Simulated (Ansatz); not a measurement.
System: hcp Sc. Method: PBE in Ansatz (PAW).

Input file:

Ansatz 0.2 input:
```yaml
crystal:
  lattice:
    - [1.65445, -2.865591, 0.0]
    - [1.65445, 2.865591, 0.0]
    - [0.0, 0.0, 5.268]
  atoms:
    - { symbol: Sc, position: [0.33333333, 0.66666667, 0.25] }
    - { symbol: Sc, position: [0.66666667, 0.33333333, 0.75] }
basis:
  ecutwfc: 520
  ecutrho_ratio: 4
  xc_grid: 2
kpoints:
  mp_grid: { grid: [18, 18, 10] }
hamiltonian:
  xc: pbe
  dispersion: none
  pseudopotentials: { kind: paw }
scf:
  occupations: { method: fermi_dirac, width: 0.05 }
  convergence: { dr2_threshold: 0.0000000002 }
output:
  forces: true
  stress: true
  eigenvalues: true
```

From the output:

```
Crystal: 2 atoms, lattice volume = 49.951 Å³
Basis set: ecut = 520 eV, 1363 PW (Γ), exchange–correlation on 50×50×80 points (8 copies of the dense FFT grid, shifted against one another)
Bands: 15, of which v1, the nominal top of the filled ones, is band 11 counted from 1 (10 counted from 0)
Symmetry: 24 space group operations
Space group: P63/mmc (ITA 194), of the structure as read, at distance tolerance 3.7e-5 Å
k-points: 222 of 3240
Functional: x = pbe(κ = 0.804, μ = 0.2195149727645171), c = pbe(β = 0.06672455060314922)
SCF iter   1: F=—  HF=-4271.631465 eV  |F-HF|=—  |Δ(HF+E_count)|=         —  Δρ=1.97e-3  dr2=1.80e-3
SCF iter   2: F=—  HF=-4271.630806 eV  |F-HF|=—  |Δ(HF+E_count)|=   6.59e-4  Δρ=1.19e-3  dr2=7.49e-4
  ...
SCF iter   6: F=—  HF=-4271.630817 eV  |F-HF|=—  |Δ(HF+E_count)|=   4.73e-9  Δρ=8.23e-7  dr2=2.20e-10
SCF iter   7: F=-4271.630817 eV  HF=-4271.630817 eV  |F-HF|=0.00e0  |Δ(HF+E_count)|=  1.20e-10  Δρ=5.47e-8  dr2=5.87e-13
SCF 1 converged in 7 iterations: F = -4271.630817 eV  dr2 = 5.87e-13
SCF converged after 7 iterations
Free energy (F): -4271.630817 eV
Internal energy: -4271.595009 eV  (E = F + TS)
E sigma→0 (E₀):  -4271.612913 eV
Fermi energy:    9.110123 eV
--- Forces (eV/Å), atoms counted from 1 ---
  atom   1  Sc    -0.00000000    -0.00000000     0.00000000
  atom   2  Sc     0.00000000     0.00000000     0.00000000
--- Stress (GPa, compression-positive) ---
       -0.109563       0.000000       0.000000
        0.000000      -0.109563       0.000000
        0.000000       0.000000      -1.717642
  P = ⅓ Tr σ = -0.6456 GPa (-6.456 kbar)
```

Note: cell and atoms aren't relaxed at this level (pressure -0.6 GPa).

The result took roughly 4 core-seconds.

Ansatz is a program for electronic structure.
